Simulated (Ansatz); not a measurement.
# CH₃Cl (triplet): the correlation ladder at distance Cl1–H2 along a hydrogen transfer = 1.189 Å, cc-pVDZ

How much of the correlation energy of CH₃Cl (triplet) does each wave-function method recover here?

The runs use Ansatz 0.2.0, Gaussian basis; cc-pVDZ, core rule «outside noble gas», up to 6 orbitals frozen.

Plan: UHF; CCSD(T) on ROHF; CCSD(T) on UHF; BCCD(T) on ROHF; CISD; CCSDT(Q) on ROHF; CCSDT(Q) on UHF; CASSCF and MRCISD+Q, 4 electrons in 4 orbitals; CASSCF and NEVPT2, 4 electrons in 4 orbitals; CASSCF and MRCISD+Q, 14 electrons in 11 orbitals; CASSCF and NEVPT2, 14 electrons in 11 orbitals.

11 further runs of the same task are left out: 1 for a mislabelled method, 8 that didn't finish, 2 set aside as unsound or not needed.

### 1 The geometry

The geometry derives from fragments relaxed apart (PBE0/def2-TZVP) and kept rigid, so it is no stationary point. A hydrogen atom is moved between rigid fragments.

5 atoms, charge 0, spin multiplicity 3.

Atoms are counted from 1 here; the program's logs count them from 0.

Bond lengths: Cl1–H2 1.189 Å, C3–H4 1.079 Å, C3–H5 1.079 Å. Angles: H4–C3–H5 134.8°.

Coordinates:

```
Cl   -0.77929    0.00000    0.00000
H     0.40970    0.00000    0.00000
C     1.88071    0.00000    0.00000
H     2.29517    0.00000    0.99616
H     2.29517    0.00000   -0.99616
```

### 2 UHF

Contents of in.yaml:

```yaml
crystal:
  periodic: [false, false, false]
  atoms:
    - {symbol: Cl, position_ang: [-0.779295, 0.000000, 0.000000]}
    - {symbol: H, position_ang: [0.409705, 0.000000, 0.000000]}
    - {symbol: C, position_ang: [1.880705, 0.000000, 0.000000]}
    - {symbol: H, position_ang: [2.295173, 0.000000, 0.996161]}
    - {symbol: H, position_ang: [2.295173, 0.000000, -0.996161]}
basis:
  gaussian: {orbitals: cc-pVDZ}
magnetization: {spin_polarized: true, initial_magnetization: 2}
hamiltonian: {xc: hf}
output: {orbitals: {seedname: orbitals}}
```

Run with:

```sh
> ansatz run in.yaml --threads 1 --pin off --events-out ev --progress --plain --max-ram 2393MiB
```

After this run come: CCSD(T) on ROHF; CCSD(T) on UHF; BCCD(T) on ROHF; CISD; CCSDT(Q) on ROHF; CCSDT(Q) on UHF; CASSCF and MRCISD+Q, 4 electrons in 4 orbitals; CASSCF and NEVPT2, 4 electrons in 4 orbitals; CASSCF and MRCISD+Q, 14 electrons in 11 orbitals; CASSCF and NEVPT2, 14 electrons in 11 orbitals.

Before running them: what should the planned runs give, taken together? Wanted: UCCSDT(Q) below the RHF energy; RMP2 from UCCSDT(Q); UMP2 from UCCSDT(Q); RCCSD from UCCSDT(Q); RCCSD(T) from UCCSDT(Q); UCCSD(T) from UCCSDT(Q); RCCSDT(Q) from UCCSDT(Q); NEVPT2 pair from UCCSDT(Q); MRCISD+Q pair from UCCSDT(Q).

The runs gave:

```
                         quantity                                                   value
   UCCSDT(Q) below the RHF energy                                              -8.1165 eV
              RMP2 from UCCSDT(Q)                                             +1130.0 meV
              UMP2 from UCCSDT(Q)                                             +1122.0 meV
             RCCSD from UCCSDT(Q)                                              +171.6 meV
          RCCSD(T) from UCCSDT(Q)                                               +29.2 meV
          UCCSD(T) from UCCSDT(Q)                                               +28.5 meV
         RCCSDT(Q) from UCCSDT(Q)                                                +1.0 meV
       NEVPT2 pair from UCCSDT(Q)                                             +1142.0 meV
     MRCISD+Q pair from UCCSDT(Q)                                               +59.8 meV
    NEVPT2 valence from UCCSDT(Q)                                             +1393.7 meV
levels within 1 kcal/mol (43 meV)  RCCSD(T), UCCSD(T), BCCD(T), RCCSDT, UCCSDT, RCCSDT(Q)
                    T1 diagnostic                                                   0.018
   effectively unpaired electrons                                                    2.01
```

In words: RCCSD(T) lands +29.2 meV from the yardstick (0.4 % of the correlation energy). One determinant dominates. Of the multireference levels listed MRCISD+Q valence comes nearest in total energy (+44.6 meV), which doesn't show that its space is the better one. These misses are within one basis, not against nature; the frozen cores of restricted and unrestricted runs differ, which can shift their rows.
